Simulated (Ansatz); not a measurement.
# CH₆NSi+ (SMILES [CH2+]N[SiH3]): single points off equilibrium

The task here is to estimate one member of a computed series from the others.

Method: single points in def2-TZVPP; program: Ansatz 0.2.0, Gaussian basis.

Correlated methods freeze the cores.

### The starting structure

SMILES `[CH2+]N[SiH3]`, 9 atoms, charge 1, spin multiplicity 1.

Atoms are counted from 1 here; the program's logs count them from 0.

Bond lengths: C1–N2 1.242 Å, C1–H4 1.036 Å, C1–H5 1.103 Å, N2–Si3 1.900 Å, N2–H6 1.010 Å, Si3–H7 1.462 Å, Si3–H8 1.344 Å, Si3–H9 1.459 Å. Angles: N2–C1–H4 120.5°, N2–C1–H5 120.3°, H4–C1–H5 119.2°, C1–N2–Si3 129.3°, C1–N2–H6 116.8°, Si3–N2–H6 113.8°, N2–Si3–H7 97.7°, N2–Si3–H8 103.3°, N2–Si3–H9 99.2°, H7–Si3–H8 117.6°, H7–Si3–H9 110.7°, H8–Si3–H9 122.5°.

As a file:

```
C    -0.8413    0.7959   -0.9473
N     0.0099    0.5988   -0.0643
Si    0.5468   -1.0326    0.7483
H    -1.4276    0.0164   -1.2951
H    -0.9813    1.8049   -1.3711
H     0.5074    1.4085    0.2779
H     1.9332   -1.0363    0.2843
H    -0.2916   -1.9352    0.2119
H     0.4738   -0.6317    2.1493
```

The first run:

run/in.yaml reads:

```yaml
crystal:
  periodic: [false, false, false]
  atoms:
    - {symbol: C, position_ang: [-0.841300, 0.795900, -0.947300]}
    - {symbol: N, position_ang: [0.009900, 0.598800, -0.064300]}
    - {symbol: Si, position_ang: [0.546800, -1.032600, 0.748300]}
    - {symbol: H, position_ang: [-1.427600, 0.016400, -1.295100]}
    - {symbol: H, position_ang: [-0.981300, 1.804900, -1.371100]}
    - {symbol: H, position_ang: [0.507400, 1.408500, 0.277900]}
    - {symbol: H, position_ang: [1.933200, -1.036300, 0.284300]}
    - {symbol: H, position_ang: [-0.291600, -1.935200, 0.211900]}
    - {symbol: H, position_ang: [0.473800, -0.631700, 2.149300]}
basis:
  gaussian: {orbitals: def2-TZVPP}
total_charge: 1
correlation: {method: ccsd_t}
output: {forces: true}
```

The command line of these runs was not kept.

Steps of the session up to this table: CCSD(T)/def2-TZVPP; PBE0-D4/def2-TZVPP; wB97M-V/def2-TZVPP; r2SCAN-D4/def2-TZVPP; PBE-D4/def2-TZVPP; wB97X-V/def2-TZVPP; BLYP-D4/def2-TZVPP.

One table of the session follows, with a row left open; its other results are not shown here.

```
   method  RMS force component (eV/Å)  angle to CCSD(T) forces (°)
  CCSD(T)                       1.346                    reference
  PBE0-D4                           ?                            ?
  wB97M-V                       1.231                          7.4
r2SCAN-D4                       1.276                          6.7
   PBE-D4                       1.330                          7.7
  wB97X-V                       1.283                          7.5
  BLYP-D4                       1.310                          5.2
```

Q: Estimate the row for PBE0-D4 from the others.

**Answer.** RMS force component (eV/Å): 1.255; angle to CCSD(T) forces (°): 9.9. In the column «RMS force component (eV/Å)» it lies between wB97M-V (1.231) and r2SCAN-D4 (1.276).
